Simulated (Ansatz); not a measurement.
Consider the isomerisation: `NC=C=CF` → `C=CC(=N)F`.

Computed with Ansatz on PBE0-D4/def2-TZVP structures; ΔE is electronic, products minus reactants. CBS: MP2 limit from def2 TZ/QZ plus the TZ coupled-cluster correction, frozen cores. DFT in def2-TZVPP. HSE06 is defined as in plane-wave codes. Each species was taken in one conformer, which may not be the lowest.

| level | ΔE (kcal/mol) | difference from CCSD(T)/CBS |
| --- | --- | --- |
| PBE-D4 | -25.2 | 4.8 |
| r2SCANh-D4 | -28.2 | 1.8 |
| HSE06-D4 | -26.9 | 3.1 |
| CAM-B3LYP-D4 | -28.0 | 2.0 |
| revPBE | -25.1 | 4.9 |
| CCSD(T)/def2-SVP | -33.7 | -3.7 |
| CCSD(T)/def2-TZVPP | -31.0 | -1.0 |
| MP2/def2-QZVPP | -30.1 | -0.1 |
| SCS-MP2/def2-QZVPP | -30.7 | -0.7 |
| HF/CBS(def2) | -32.9 | -2.9 |
| CCSD(T)/CBS | -30.0 | 0 |

Largest T1 diagnostic among the species: 0.013.

In def2-TZVPP, CCSD(T) changes the Hartree–Fock value by +2.1 kcal/mol (the triples alone add +0.1 kcal/mol) and MP2 by +2.3 kcal/mol. From PBE to PBE0 (25 % exact exchange), in def2-TZVPP and without D4, ΔE moves by −1.8 kcal/mol. At CCSD(T), def2-SVP lies −3.7 kcal/mol from the extrapolated value and def2-TZVPP −1.0 kcal/mol.
